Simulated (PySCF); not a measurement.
# ClFH2: the cost of one run

Programs: PySCF 2.14.0. All values are calculated, for the isolated system unless a continuum is named. Atoms count from 0, parts from 1.

## 1. Starting point

4 atoms, charge 0, multiplicity 1; geometry: GFN2-xTB. Parts: 1 = atoms 0–1, `F`, charge 0; 2 = atoms 2–3, `Cl`, charge 0.

## 2. Optimising the geometry at PBE0-D3(BJ)/def2-TZVPD

What the job is given:

```
{"job": {"xc": "PBE0", "basis": "def2-TZVPD", "d3": "d3bj", "grid": 3, "kind": "geom", "shake": 0.01}, "charge": 0, "multiplicity": 1, "parts": [{"atoms": "0-1", "charge": 0, "multiplicity": 1}, {"atoms": "2-3", "charge": 0, "multiplicity": 1}]}
F      0.386338     0.153266    -0.048635
H     -0.484508    -0.243437     0.011232
Cl    -2.119525    -1.386908     0.662203
H     -1.203238    -1.593709     1.594031
```

Command:

```sh
> OMP_NUM_THREADS=1 python cluster_run.py task.json out
```

This one command runs all jobs of the session in turn.

Q: Estimate the wall time and peak memory of this first job on 1 thread of Arm Neoverse N1, shared host.

About 30 s, with a peak of 0.43 GiB.
